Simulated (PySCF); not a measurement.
Amide anion, NH2 (charge -1).
Hydrogens: H2, H3 on N1.

Computed with PySCF at PBE0/pcSseg-1, non-relativistic, on one gas-phase PBE0-D3(BJ)/def2-SVP geometry that isn't relaxed in the solvent. The solvent is an IEF-PCM continuum (cavity from Bondi-type radii × 1.2). Specific hydrogen bonds and non-electrostatic terms are outside this model.

| run | E − E(gas) (kcal/mol) | HOMO (eV) | HOMO–LUMO gap (eV) |
| --- | --- | --- | --- |
| gas | 0.00 | 3.52 | 5.17 |
| P | -43.52 | -0.09 | 5.66 |
| Q | -48.41 | -0.49 | 5.72 |

Task: The runs were made in benzene and cyclohexane. Which run belongs to which solvent?

Result: P = cyclohexane, Q = benzene. The dielectric constants are 2.017 (cyclohexane), 2.271 (benzene), and the energy falls further as ε rises. In this model the ground state sees the solvent through ε alone.

Task: How constant is the ratio of the lowering to 1 − 1/ε?

Result: 
```csv
solvent,1 − 1/ε,E − E(gas) (kcal/mol),ratio (kcal/mol),polarisation term (kcal/mol)
cyclohexane,0.504,-43.52,-86.3,-43.84
benzene,0.560,-48.41,-86.5,-48.82
```

The ratio changes by +0.2 % in size from cyclohexane to benzene. The polarisation term is half the interaction of the solute with the induced surface charges.

Time: 2.2 s; peak memory 0.26 GiB. Hardware: an Intel Xeon at 2.50 GHz with one thread, no GPU (shared host). This is the whole shielding run at PBE0/pcSseg-1 in benzene, SCF included.
